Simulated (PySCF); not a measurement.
Broadened absorption spectrum of C3H7NS

Species: C₃H₇NS.
Bonds: C1–N2, N2–C3, N2–C4, C4–S5 (double). Hydrogens: H6, H7, H8 on C1; H9, H10, H11 on C3; H12 on C4.

Computed, not measured: TDDFT PBE0/def2-SVPD, vertical, gas phase, core orbitals frozen in the response in PySCF. The structure is a single GFN2-xTB conformer in the gas phase; no vibrational or solvent corrections. Torsions of this conformer, `[CH3:1][N:2]([CH3:3])[CH:4]=[S:5]`: C1–N2–C4–S5 180°.

Broadening: Gaussians 0.5 eV wide at half height, area fixed by f = 4.319×10⁻⁹ ∫ε dν̃. The width is an assumption, not a result. The curve ends short of the highest state used, and states not computed would add to its high-energy end.

```csv
E (eV),ε (L mol⁻¹ cm⁻¹)
2.76,0
2.91,0
3.06,0
3.22,0
3.37,1
3.52,1
3.67,1
3.82,0
3.97,0
4.12,0
4.27,2
4.43,29
4.58,257
4.73,1413
4.88,4737
5.03,9848
5.18,13281
5.33,13012
5.48,10965
5.63,8513
5.79,5674
5.94,3766
6.09,3432
6.24,4406
```

Question: Locate the maxima and give the states behind the curve.

Answer: 237 nm (5.24 eV), ε about 14000, made up of S2 (81%) and S3 (19%) (ε in L mol⁻¹ cm⁻¹; maxima over ε = 5, shares over 10%). At its high-energy end, 6.24 eV, the curve is still rising (ε about 4400, from S5 and S6). The states used: S1 3.51 eV (f 0.0000); S2 5.17 eV (f 0.215); S3 5.53 eV (f 0.125); S4 5.83 eV (f 0.040); S5 6.26 eV (f 0.036); S6 6.46 eV (f 0.065); S7 6.71 eV (f 0.010); S8 6.84 eV (f 0.0020).

Question: What would ε be at 5.24 eV, the highest of these maxima, with half the width (0.25 eV)?

Answer: About 18500 L mol⁻¹ cm⁻¹ against 13600, a factor of about 1.4; a lone state at its own centre would give exactly 2.

Question: Does any computed singlet lie in the visible range?

Answer: No computed singlet lies in the visible range (380 to 750 nm); the lowest, at 353 nm, stands 0.25 eV above its violet end (3.26 eV); a Tamm–Dancoff triplet lies at 393 nm, without intensity as long as spin–orbit coupling is left out.

Question: Coming from long wavelengths, where does ε first pass 100 L mol⁻¹ cm⁻¹?

Answer: At about 275 nm (4.51 eV), 1.00 eV above S1.

On an Arm Neoverse V2 with one thread (shared host), this took 16 s wall.
